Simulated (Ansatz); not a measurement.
# SiH2 (SMILES [SiH2]): the energy, rung by rung

SiH2 has 3 atoms, charge 0, and is taken as a singlet. SMILES: `[SiH2]`. Geometry: relaxed at PBE0-D4/def2-TZVP.

```xyz
3

Si   -0.4912    0.4686   -0.2136
H     0.8403    0.5786    0.5225
H    -0.3491   -1.0472   -0.3089
```

Quantity: the energy change with the Si1–H2 bond stretched from 1.525 to 3.051 Å, in eV. The values are calculated.

```csv
level,kind,program,value (eV),less FCI/cc-pVDZ
HF/cc-pVDZ (restricted),Hartree–Fock,Ansatz,3.98,+1.16
SVWN5/cc-pVDZ (restricted),LDA,Ansatz,3.07,+0.25
r2SCAN/cc-pVDZ (restricted),meta-GGA,Ansatz,3.27,+0.45
PBE0/cc-pVDZ (restricted),global hybrid,Ansatz,3.41,+0.59
HSE06/cc-pVDZ (restricted),range-separated hybrid,Ansatz,3.38,+0.56
B2PLYP/cc-pVDZ (restricted),double hybrid,Ansatz,3.36,+0.54
CCSDT/cc-pVDZ (restricted),coupled cluster or CI,Ansatz,2.82,0.00
FCI/3-21G,exact in the basis,Ansatz,2.34,-0.48
FCI/cc-pVDZ,exact in the basis,Ansatz,2.82,0.00
```

FCI/cc-pVDZ is exact within its basis and frozen core, so for wave-function methods in that basis the difference is their error; functionals converge differently with the basis, so for them it is only a difference. A spin-restricted reference rises too steeply as a bond breaks; here HF/cc-pVDZ, SVWN5/cc-pVDZ, r2SCAN/cc-pVDZ, PBE0/cc-pVDZ, HSE06/cc-pVDZ, B2PLYP/cc-pVDZ, CCSDT/cc-pVDZ lie well above the multireference or unrestricted value. The first shape isn't each level's own minimum. The values span 2.34 to 3.98 eV. High-level rows in very small sets aren't better than simpler rows in larger ones.
